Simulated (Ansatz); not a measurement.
How far each method lies from full CI for HAl–CH, sextet

Geometry: that of the HAl–CH, quartet, kept fixed. The doublet lies 5.5 eV lower here.

```xyz
4

Al    0.0000   -0.0744    0.6134
C     0.0000    0.0101   -1.3080
H     0.0000    1.3217    1.4205
H     0.0000    0.5490   -2.2537
```

Basis 6-31G; Ansatz 0.2.0. Only valence electrons are correlated (noble-gas cores frozen), which leaves 9 electrons in 20 orbitals. Prefix R: restricted or restricted open-shell reference; prefix U: unrestricted. Active spaces: valence = (9e, 10o) chosen from the atoms' valence shells.

Full CI is exact within this basis and frozen core; it isn't the basis-set limit. The frozen core follows each run's orbitals, which can shift R against U totals by a few meV.

For open shells CISD and CISDTQ are restricted-active-space CI with the open shells as a complete middle space.

```
UHF ⟨S²⟩                          : 8.779
T1 diagnostic (RCCSD)             : 0.0551
largest doubles amplitude (RCCSD) : 0.058
T1 diagnostic (UCCSD)             : 0.0373
```

| level | E − E(full CI) (mEh) | share of correlation (%) | wall time |
| --- | --- | --- | --- |
| RHF | 92.73 | 0.00 | – |
| UHF | 85.40 | 7.91 | – |
| RMP2 | 26.81 | 71.09 | – |
| UMP2 | 24.47 | 73.61 | – |
| CISD | 5.37 | 94.21 | 0.72 s |
| RCCSD | 2.96 | 96.81 | – |
| UCCSD | 2.60 | 97.19 | – |
| RCCSD(T) | 0.90 | 99.03 | 0.6 s |
| UCCSD(T) | 0.81 | 99.12 | 0.58 s |
| BCCD(T) | 0.82 | 99.11 | 0.73 s |
| RCCSDT | 0.16 | 99.82 | – |
| UCCSDT | 0.12 | 99.87 | – |
| CISDTQ | 0.07 | 99.93 | 13 s (H100) |
| RCCSDT(Q) | 0.02 | 99.97 | 2.8 s |
| UCCSDT(Q) | -0.02 | 100.03 | 2.4 s |
| RCCSDTQ | 0.00 | 100.00 | 17 s (H100) |
| UCCSDTQ | -0.04 | 100.05 | 18 s (H100) |
| CASSCF (valence space) | 37.74 | 59.30 | – |
| NEVPT2 (valence space) | 10.18 | 89.03 | 1.7 s |
| MRCISD (valence space) | 1.70 | 98.17 | – |
| MRCISD+Q (valence space) | 0.82 | 99.12 | 4.3 s |

The correlation energy at full CI, counted from RHF, is -2.523 eV. That run took 14 s on 2 threads of AMD EPYC 7R13 with a shared H100 80 GB, shared host over 7,330,176 determinants.

Times hold each run's SCF and search for its determinant on a shared host, so for small cases they say little of a method's own cost; rows without a card ran on 1 thread of AMD EPYC 7R13.

The full-CI state has the irrep A' of Cs, in the program's axes.

Natural occupations of full CI about the gap: 1.968 1.933 1.020 1.000 0.990 0.990 0.982 0.035 0.029 0.021; effectively unpaired electrons, Σ n²(2−n)², 5.03.
